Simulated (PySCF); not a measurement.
# Working out the ionisation energy of Cl

Cl [Ne] 3s2 3p5 (2P) → Cl⁺ [Ne] 3s2 3p4 (3P). Calculation: PySCF 2.14, in aug-cc-pV(T+d)Z (6s5p4d2f, 55 functions); no relativity, point nucleus. Frozen: [Ne]. Energies in hartree (1 hartree = 27.21139 eV):

```json
{"part": "UHF", "Cl (lower)": "-459.486089", "Cl⁺ (upper)": "-459.053383"}
{"part": "MP2 opposite-spin", "Cl (lower)": "-0.124648", "Cl⁺ (upper)": "-0.096574"}
{"part": "MP2 same-spin", "Cl (lower)": "-0.037247", "Cl⁺ (upper)": "-0.028782"}
```

Problem. What does Hartree-Fock give?

Solution. (-459.053383) − (-459.486089) = 0.432706 hartree = 11.775 eV.

Problem. What do MP2 and SCS-MP2 (6/5 opposite-spin, 1/3 same-spin) give?

Solution. The opposite-spin parts differ by 0.764 eV and the same-spin parts by 0.230 eV. MP2: 11.775 + (0.764) + (0.230) = 12.769 eV. SCS-MP2: 11.775 + 1.2 × (0.764) + (0.230)/3 = 12.768 eV.

Measured between the centres of the two terms (NIST): 12.974 eV, so MP2 (valence) is off by -0.205 eV.

What remains against the reference includes basis incompleteness, the frozen core and correlation beyond second order.
